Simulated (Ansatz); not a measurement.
```yaml
crystal:
  periodic: [false, false, false]
  atoms:
    - {symbol: C, position_ang: [0.000000, 0.000000, -0.527746]}
    - {symbol: B, position_ang: [0.000000, 0.000000, 0.828131]}
    - {symbol: Si, position_ang: [0.000000, 0.000000, -2.279671]}
    - {symbol: H, position_ang: [0.000000, 0.000000, 1.979286]}
basis:
  gaussian: {orbitals: def2-TZVP}
hamiltonian: {xc: pbe0}
relax: {f_tol: 0.004, max_steps: 80}
```

```sh
$ ansatz run in.yaml --threads 1 --pin off --events-out ev --progress --plain --max-ram 2176MiB
```

Steps of the relaxation (energy above the last step; positions in Å, forces in eV/Å):

```
4
step 1, 108.7 meV
C     0.000    0.000   -0.528    0.000    0.000   -2.816
B     0.000    0.000    0.828    0.000    0.000   -0.301
Si    0.000    0.000   -2.280    0.000    0.000    2.459
H     0.000    0.000    1.979    0.000    0.000    0.658
```

```
4
step 2, 16.2 meV
C     0.000    0.000   -0.546    0.000    0.000   -1.125
B     0.000    0.000    0.815    0.000    0.000   -0.088
Si    0.000    0.000   -2.251    0.000    0.000    1.044
H     0.000    0.000    1.983    0.000    0.000    0.168
```

```
4
step 3, 0.2 meV
C     0.000    0.000   -0.557    0.000    0.000    0.122
B     0.000    0.000    0.806    0.000    0.000   -0.006
Si    0.000    0.000   -2.229    0.000    0.000   -0.114
H     0.000    0.000    1.980    0.000    0.000   -0.002
```

```
4
step 5, 0.0 meV
C     0.000    0.000   -0.556    0.000    0.000    0.001
B     0.000    0.000    0.807    0.000    0.000    0.001
Si    0.000    0.000   -2.231    0.000    0.000    0.000
H     0.000    0.000    1.981    0.000    0.000   -0.001
```

Close pairs at the end: B2–H4 1.175 Å, C1–B2 1.363 Å, C1–Si3 1.675 Å.

A stationary point of restricted PBE0 after 5 steps (its stability towards spin polarisation wasn't tested); no frequencies were run, so it isn't proven a minimum. 7 s on 1 thread of Intel Xeon 6975P-C, shared host.
